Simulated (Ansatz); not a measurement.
Molecule: HS (charge -1, singlet). 
Coordinates optimised at B3LYP-D3(BJ)/def2-TZVP (Ansatz, a first-principles code):
```xyz
2

S      0.0000     0.0000    -0.0794
H      0.0000     0.0000     1.2698
```
Charge -1, spin multiplicity 1.

Basis-set convergence of Hartree-Fock and MP2 correlation energies (hartree) with Ansatz. Correlated levels leave the core frozen unless marked. Spin-orbit coupling is left out. Non-relativistic.

```json
[
 {"basis": "aug-cc-pV(D+d)Z", "functions": "41", "E(HF)": "-398.13557", "E(corr, MP2)": "-0.16154"},
 {"basis": "aug-cc-pV(T+d)Z", "functions": "78", "E(HF)": "-398.14618", "E(corr, MP2)": "-0.20036"},
 {"basis": "aug-cc-pV(Q+d)Z", "functions": "135", "E(HF)": "-398.14912", "E(corr, MP2)": "-0.21493"}
]
```

Extrapolating the two largest sets (X = 3 and 4) as X^-3: E(corr) = (64·(-0.21493) - 27·(-0.20036))/37 = -0.2256 Eh, an estimate of the basis-set limit. The largest set recovers 95.3 % of it, the smallest 71.6 %.
